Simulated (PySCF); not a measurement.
**AlP: energy against distance**

Set-up: Al def2-TZVPPD, P def2-TZVPPD; no relativity (PySCF 2.14). Energies in eV from Al + P in their ground configurations at the same level. State: ³Π (triplet), unpaired electrons σ ↑, π ↑.

Curves on a restricted Hartree–Fock reference rise too fast on stretching and do not dissociate correctly.

```csv
R (Å),ROHF-MP2,M06-2X
1.905,-1.041,-1.561
1.994,-1.586,-2.055
2.082,-1.900,-2.316
2.148,-2.026,-2.404
2.215,-2.041,-2.426
2.281,-1.968,-2.401
2.370,-1.842,-2.315
2.481,-1.654,-2.155
2.614,-1.397,-1.917
2.791,-1.029,-1.569
```

Task: Put a parabola through the three lowest points of the M06-2X curve and estimate Re, k and ωe (reduced mass 14.42 u; 1 eV/Å² = 0.16022 mdyn/Å; ωe = 1302.8·√(k/μ) cm⁻¹).

Result: Through R = 2.148, 2.215, 2.281 Å the second-order coefficient is 5.32 eV/Å², so Re ≈ 2.212 Å, k ≈ 1.70 mdyn/Å and ωe ≈ 448 cm⁻¹. A polynomial fit of higher order to the unrounded M06-2X energies gives Re = 2.209 Å, k = 1.76 mdyn/Å, ωe = 455 cm⁻¹; anharmonicity and rounding make the difference.

The higher-order fit for each curve: M06-2X: Re = 2.209 Å, ωe = 455 cm⁻¹, De = 2.43 eV. ROHF-MP2 gives no reliable minimum on this grid.

Correlated steps freeze 10 core orbitals. The state is the lowest determinant that a PBE0 search found; another state may lie lower at other levels.
